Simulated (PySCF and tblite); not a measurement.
2,2,2-trifluoroethanol, C2H3F3O, numbered as in [OH:1][CH2:2][C:3]([F:4])([F:5])[F:6].

Level: CAM-B3LYP-D3(BJ)/def2-TZVP//PBE0-D3(BJ)/def2-SVP, thermal terms from GFN2-xTB, symmetry numbers and mirror pairs counted. Conformers within 3 kcal/mol (GFN2-xTB free energy) were kept, 8 at most. Couplings: B3LYP/pcJ-1. Couplings are for ¹³C, ¹⁹F, ¹H, ¹⁷O. (PySCF 2.14, tblite 0.8.)

Torsions listed: H1–O1–C2–C3. Of a mirror pair one member is shown.

| conformer | shape | weight % |
| --- | --- | --- |
| 1 | -61° | 97.9 |
| 2 | 180° | 2.1 |

(1) Give the couplings in each conformer and the averages at 298.15 K (pairs that fast motion interchanges averaged).

Computed couplings to fluorine can be off by tens of per cent at such levels.

F–F couplings are left out: such levels miss them by tens of Hz and can give the wrong sign.

## Answers

(1) 
| coupling | pairs | 1 | 2 | average (Hz) |
| --- | --- | --- | --- | --- |
| ¹J(O1,C2) | 1 | 20.3 | 17.8 | 20.3 |
| ²J(O1,C3) | 1 | -1.0 | -10.6 | -1.2 |
| ³J(O1,F4) | 3 | 3.2 | 1.3 | 3.1 |
| ¹J(O1,H1) | 1 | -72.7 | -78.1 | -72.8 |
| ²J(O1,H2) | 2 | -8.7 | -2.8 | -8.6 |
| ¹J(C2,C3) | 1 | 67.4 | 74.2 | 67.6 |
| ²J(C2,F4) | 3 | 37.0 | 38.6 | 37.0 |
| ²J(H1,C2) | 1 | -3.3 | -2.1 | -3.2 |
| ¹J(C2,H2) | 2 | 149.7 | 146.3 | 149.7 |
| ¹J(C3,F4) | 3 | -346.3 | -343.7 | -346.2 |
| ³J(H1,C3) | 1 | 1.0 | 13.9 | 1.3 |
| ²J(H2,C3) | 2 | -2.7 | -5.2 | -2.8 |
| ⁴J(H1,F4) | 3 | -1.0 | 0.6 | -0.9 |
| ³J(H2,F4) | 6 | 8.8 | 8.7 | 8.8 |
| ³J(H1,H2) | 2 | 9.9 | 1.6 | 9.8 |
| ²J(H2,H2) | 1 | -14.4 | -10.2 | -14.3 |
